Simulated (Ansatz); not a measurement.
Input (CCSDTQ/aug-cc-pVTZ; Ansatz, an electronic-structure program):

Ansatz 0.2 input:
```yaml
crystal:
  periodic: [false, false, false]
  atoms:
    - {symbol: O, position_ang: [0.00000000, 0.00000000, 0.00000000]}
basis:
  gaussian:
    orbitals: aug-cc-pVTZ
magnetization: {spin_polarized: true, initial_magnetization: 2}
correlation: {method: ccsdtq, electrons: outside_noble_gas}
scf: {lower_state_search: full}
```

Output:

```
Functional definition: HF
integrals: 0.03 GiB planned
444 factors; integrals over basis functions are off by at most 2.1e-8 eV
mean field: 0.08 GiB planned
mean field evaluation 1: about -2035.3995 eV, gradient 8.6e0 eV
mean field evaluation 2: about -2035.3997 eV, gradient 8.6e0 eV
mean field evaluation 4: about -2035.7556 eV, gradient 9.5e-1 eV
mean field evaluation 8: about -2035.7650 eV, gradient 1.3e-4 eV
mean field evaluation 16: about -2035.7632 eV, gradient 3.4e-1 eV
mean field evaluation 32: about -2035.7650 eV, gradient 1.2e-6 eV
mean field evaluation 64: about -2035.7577 eV, gradient 1.4e0 eV
mean field evaluation 96: about -2035.7632 eV, gradient 3.4e-1 eV
mean field -2035.76495503 eV, -74.8129822061 hartree, gradient 2.1e-6 eV, S^2 2.009199; 6 other end points of the search recorded, 0 dependent functions left out
1 core orbitals not correlated
reference -2035.76495503 eV, -74.8129822061 hartree; 4, 2 occupied and 41, 43 virtual orbitals, 444 factors
second order -3.98135018 eV of doubles, -0.00000000 eV of singles
coupled cluster: 1.75 GiB planned
cycle   1  -4.31757340 eV  change   -3.4e-1 eV  update   3.5e-2
cycle   2  -4.49442673 eV  change   -1.8e-1 eV  update   1.5e-2
cycle   3  -4.53386477 eV  change   -3.9e-2 eV  update   7.3e-3
cycle   4  -4.52216396 eV  change    1.2e-2 eV  update   2.9e-3
cycle   5  -4.52604649 eV  change   -3.9e-3 eV  update   1.7e-3
cycle   6  -4.52834338 eV  change   -2.3e-3 eV  update   9.2e-4
cycle   7  -4.52741948 eV  change    9.2e-4 eV  update   5.1e-4
cycle   8  -4.52766677 eV  change   -2.5e-4 eV  update   2.5e-4
cycle   9  -4.52770335 eV  change   -3.7e-5 eV  update   1.8e-4
cycle  10  -4.52763358 eV  change    7.0e-5 eV  update   1.1e-4
cycle  11  -4.52766699 eV  change   -3.3e-5 eV  update   3.2e-5
cycle  12  -4.52766782 eV  change   -8.3e-7 eV  update   1.2e-5
cycle  13  -4.52766937 eV  change   -1.6e-6 eV  update   3.0e-6
cycle  14  -4.52766974 eV  change   -3.6e-7 eV  update   1.7e-6
cycle  15  -4.52766981 eV  change   -7.1e-8 eV  update   9.5e-7
cycle  16  -4.52766980 eV  change    7.0e-9 eV  update   1.6e-7
Total energy: -2040.29262482 eV, -74.9793710023 hartree
```
